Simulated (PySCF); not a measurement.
C2H7N, SMILES C(C)N.

Geometry: B3LYP-D3(BJ)/def2-TZVP. The values are those of a single conformer.

Two levels are set side by side: PBE/def2-TZVPD (PySCF) and r2SCAN/def2-TZVPD (PySCF). Same geometry, gas phase. Differences are taken from unrounded values.

```tsv
quantity	r2SCAN	PBE	PBE minus r2SCAN
orbital gap (eV)	6.18	5.12	-1.06
highest occupied level (eV)	-5.66	-5.38	0.28
lowest empty level (eV)	0.53	-0.26	-0.79
dipole moment (D)	1.23	1.21	-0.02
mean polarisability (bohr³)	38.5	39.8	1.3
```

Rough cost on one machine, each run with all the roots and properties that it gave: r2SCAN against PBE about 4 times.
